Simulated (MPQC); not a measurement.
**H2NO (SMILES N[O]) at 6 levels**

Aim: a comparison of 6 runs (UHF/STO-3G, UHF/3-21G, UHF/def2-SVP, UB3LYP/STO-3G, UB3LYP/6-31G*, UPBE0/def2-SVP) of H2NO. 

The calculation is run with MPQC 2.3.1.

2 further runs of the same task are left out: 2 set aside as unsound or not needed.

## Step 1: The structure to begin with

H2NO: 4 atoms, total charge 0, spin state doublet. SMILES: `N[O]`. The shape is that of a GFN2-xTB optimisation.

Bond lengths: N1–O2 1.277 Å, N1–H3 1.017 Å, N1–H4 1.017 Å. Angles: O2–N1–H3 118.4°, O2–N1–H4 118.4°, H3–N1–H4 119.4°.

## Step 2: Energy and gradient at UHF/STO-3G (run 1)

File job.in:

```
% H2NO
molecule<Molecule>: (
    symmetry = c1
    unit = angstrom
    { atoms geometry } = {
        N  [ -0.015110     0.041110    -0.107550 ]
        O  [ 0.804330     0.357230     0.819800 ]
        H  [ -0.968410     0.390510    -0.050090 ]
        H  [ 0.179190    -0.788850    -0.662160 ]
    }
)
basis<GaussianBasisSet>: (
    name = "STO-3G"
    molecule = $:molecule
    basisdir = "."
    puream = yes
)
mpqc: (
    checkpoint = no
    savestate = no
    restart = no
    do_energy = yes
    do_gradient = yes
    optimize = no
    mole<UHF>: (
        molecule = $:molecule
        basis = $:basis
        total_charge = 0
        multiplicity = 2
        memory = 1000000000
        print_evals = yes
        print_npa = yes
        maxiter = 120
        value_accuracy = 1e-08
        guess_wavefunction<UHF>: (
            molecule = $:molecule
            total_charge = 0
            multiplicity = 2
            memory = 1000000000
            value_accuracy = 1e-3
            basis<GaussianBasisSet>: (
                name = "3-21G"
                molecule = $:molecule
            )
        )
    )
)
```

The basis set STO-3G is read from a file made from the Basis Set Exchange's data (not shown).

Launch:

```
$ mpqc -o job.out job.in
```

The program printed:

```text
MPQC: Massively Parallel Quantum Chemistry
[...]
  <S^2>      = 0.752030
  total scf energy = -128.6744238412
[...]
Value of the MolecularEnergy: -128.6744238412
  Gradient of the MolecularEnergy:
      1    0.0478627425
      2    0.0114428443
      3    0.0677080596
      4   -0.0663053692
      5   -0.0247967799
      6   -0.0765374261
      7    0.0122629182
      8    0.0035551532
      9    0.0027960161
     10    0.0061797086
     11    0.0097987823
     12    0.0060333503
[...]
      symmetry = c1
[...]
      nbasis = 12
[...]
    nalpha = 9
    nbeta = 8
[...]
```

It took 0.12 s on 1 thread of Arm Neoverse V1, shared host.

## Step 3: Energy and forces at UHF/3-21G (run 2)

File input.in:

```
% emacs should use -*- KeyVal -*- mode
molecule<Molecule>: (
  symmetry = c1
  unit = angstrom
  { atoms geometry } = {
    N  [ -0.015110 0.041110 -0.107550 ]
    O  [ 0.804330 0.357230 0.819800 ]
    H  [ -0.968410 0.390510 -0.050090 ]
    H  [ 0.179190 -0.788850 -0.662160 ]
  }
)
basis<GaussianBasisSet>: (
  name = "3-21G"
  molecule = $:molecule
  basisdir = "."
  puream = yes
)
mpqc: (
  checkpoint = no
  savestate = no
  restart = no
  do_energy = yes
  do_gradient = yes
  optimize = no
  mole<UHF>: (
    molecule = $:molecule
    basis = $:basis
    total_charge = 0
    multiplicity = 2
    memory = 1000000000
    print_evals = yes
    print_npa = yes
    maxiter = 120
    value_accuracy = 1e-08
    guess_wavefunction<UHF>: (
      molecule = $:molecule
      total_charge = 0
      multiplicity = 2
      memory = 1000000000
      value_accuracy = 1e-3
      basis<GaussianBasisSet>: (
        name = "STO-3G"
        molecule = $:molecule
      )
    )
  )
)
```

The basis set 3-21G is read from a file made from the Basis Set Exchange's data (not shown).

Launch:

```
$ mpqc -o input.out input.in
```

The program printed:

```text
MPQC: Massively Parallel Quantum Chemistry
[...]
  <S^2>      = 0.756036
  total scf energy = -129.6618236299
[...]
Value of the MolecularEnergy: -129.6618236299
  Gradient of the MolecularEnergy:
      1    0.0549373460
      2    0.0252580226
      3    0.0543460986
      4   -0.0434305426
      5   -0.0171371145
      6   -0.0484062243
      7   -0.0153811797
      8    0.0058367748
      9    0.0021678228
     10    0.0038743762
     11   -0.0139576828
     12   -0.0081076971
[...]
      symmetry = c1
[...]
      nbasis = 22
[...]
    nalpha = 9
    nbeta = 8
[...]
```

It took 0.18 s on 1 thread of Arm Neoverse V1, shared host.

## Step 4: Energy and gradient at UHF/def2-SVP (run 3)

File job.in:

```
molecule<Molecule>: (
   symmetry = c1
   unit = bohr
   { atoms geometry } = {
      N  [ -0.02855376     0.07768664    -0.20324004 ]
      O  [ 1.51996341     0.67506686     1.54919748 ]
      H  [ -1.83002968     0.73795695    -0.09465638 ]
      H  [ 0.33862002    -1.49071045    -1.25130105 ]
   }
)
basis<GaussianBasisSet>: (
   name = "def2-SVP"
   molecule = $:molecule
   basisdir = "."
   puream = yes
)
mpqc: (
   checkpoint = no
   savestate = no
   restart = no
   do_energy = yes
   do_gradient = yes
   optimize = no
   mole<UHF>: (
      molecule = $:molecule
      basis = $:basis
      total_charge = 0
      multiplicity = 2
      memory = 1000000000
      print_evals = yes
      print_npa = yes
      maxiter = 120
      value_accuracy = 1e-08
      guess_wavefunction<UHF>: (
         molecule = $:molecule
         total_charge = 0
         multiplicity = 2
         memory = 1000000000
         value_accuracy = 1e-3
         basis<GaussianBasisSet>: (
            name = "MINI (Huzinaga)"
            molecule = $:molecule
         )
      )
   )
)
```

The basis set def2-SVP is read from a file made from the Basis Set Exchange's data (not shown).

Launch:

```
$ mpqc -o job.out job.in
```

The program printed:

```text
MPQC: Massively Parallel Quantum Chemistry
[...]
  <S^2>      = 0.761593
  total scf energy = -130.2916000610
[...]
Value of the MolecularEnergy: -130.2916000610
  Gradient of the MolecularEnergy:
      1   -0.0084087758
      2   -0.0027742427
      3   -0.0104138779
      4    0.0184717234
      5    0.0077681659
      6    0.0196726664
      7   -0.0127691997
      8    0.0054579435
      9   -0.0004996847
     10    0.0027062522
     11   -0.0104518667
     12   -0.0087591039
[...]
      symmetry = c1
[...]
      nbasis = 38
[...]
    nalpha = 9
    nbeta = 8
[...]
```

Wall time 0.8 s (1 thread of Arm Neoverse V1, shared host).

Runs 4 to 5 aren't shown in full; the table further down has their settings and results.

## Step 5: Energy and forces at UPBE0/def2-SVP (run 6)

File mol.in:

```
molecule<Molecule>: (
   symmetry = c1
   unit = bohr
   { atoms geometry } = {
      N  [ -0.02855376     0.07768664    -0.20324004 ]
      O  [ 1.51996341     0.67506686     1.54919748 ]
      H  [ -1.83002968     0.73795695    -0.09465638 ]
      H  [ 0.33862002    -1.49071045    -1.25130105 ]
   }
)
basis<GaussianBasisSet>: (
   name = "def2-SVP"
   molecule = $:molecule
   basisdir = "."
   puream = yes
)
mpqc: (
   checkpoint = no
   savestate = no
   restart = no
   do_energy = yes
   do_gradient = yes
   optimize = no
   mole<UKS>: (
      molecule = $:molecule
      basis = $:basis
      total_charge = 0
      multiplicity = 2
      memory = 1000000000
      print_evals = yes
      print_npa = yes
      maxiter = 120
      value_accuracy = 1e-08
      functional<SumDenFunctional>: (
         a0 = 0.25
         coefs = [ 0.75 1 ]
         funcs: [ <PBEXFunctional>: () <PBECFunctional>: () ]
      )
      integrator<RadialAngularIntegrator>: ( grid = xfine )
      guess_wavefunction<UHF>: (
         molecule = $:molecule
         total_charge = 0
         multiplicity = 2
         memory = 1000000000
         value_accuracy = 1e-3
         basis<GaussianBasisSet>: (
            name = "STO-3G"
            molecule = $:molecule
         )
      )
   )
)
```

The basis set def2-SVP is read from a file made from the Basis Set Exchange's data (not shown).

Launch:

```
$ mpqc mol.in > mol.out
```

The program printed:

```text
MPQC: Massively Parallel Quantum Chemistry
[...]
  Integrated electron density error = -0.000084640989
  iter     1 energy = -130.6400848646 delta = 1.50744e-01
  Integrated electron density error = -0.000001190009
  iter     2 energy = -130.8193972850 delta = 2.74808e-02
[...]
  Integrated electron density error = 0.000000113775
  iter    19 energy = -130.8471187573 delta = 7.84261e-08
  Integrated electron density error = 0.000000113775
  iter    20 energy = -130.8471187573 delta = 3.97952e-08
  Integrated electron density error = 0.000000113775
  iter    21 energy = -130.8471187563 delta = 1.86936e-08
[...]
  <S^2>      = 0.753189
  total scf energy = -130.8471187563
[...]
  Integrated electron density error = 0.000000113462
  Total Gradient:
[...]
Value of the MolecularEnergy: -130.8471187563
  Gradient of the MolecularEnergy:
      1   -0.0179532063
      2   -0.0075456657
      3   -0.0191193774
      4    0.0114141800
      5    0.0040904509
      6    0.0135286167
      7    0.0047989121
      8    0.0001588544
      9    0.0019818370
     10    0.0017401142
     11    0.0032963604
     12    0.0036089236
[...]
        symmetry = c1
[...]
        nbasis = 38
[...]
      nalpha = 9
      nbeta = 8
[...]
```

Wall time 18 s (1 thread of Arm Neoverse V1, shared host).

## Step 6: Overview of the runs

```
run                                level   starting guess  integration grid  energy (Eh)   ⟨S²⟩  largest force (eV/Å)  wall time
  1                           UHF/STO-3G            3-21G                 –  -128.674424  0.752                 5.361     0.12 s
  2                            UHF/3-21G           STO-3G                 –  -129.661824  0.756                 4.181     0.18 s
  3                         UHF/def2-SVP  MINI (Huzinaga)                 –  -130.291600  0.762                 1.444      0.8 s
  4                        UB3LYP/STO-3G           STO-2G             xfine  -129.289576  0.751                 5.970      4.8 s
  5  UB3LYP/6-31G* (spherical functions)            3-21G             xfine  -131.079891  0.753                 0.316       14 s
  6                       UPBE0/def2-SVP           STO-3G             xfine  -130.847119  0.753                 1.403       18 s
```

## Step 7: Results

```
                       quantity          value
            run 6: total energy  -130.84712 Eh
                    run 6: ⟨S²⟩          0.753
run 6: largest force on an atom     1.403 eV/Å
```

**Reading.** Totals of different functionals can't be ranked against each other. In runs 1, 4 the basis is minimal, so the values are rough. All runs together took 37 s, the longest 18 s.
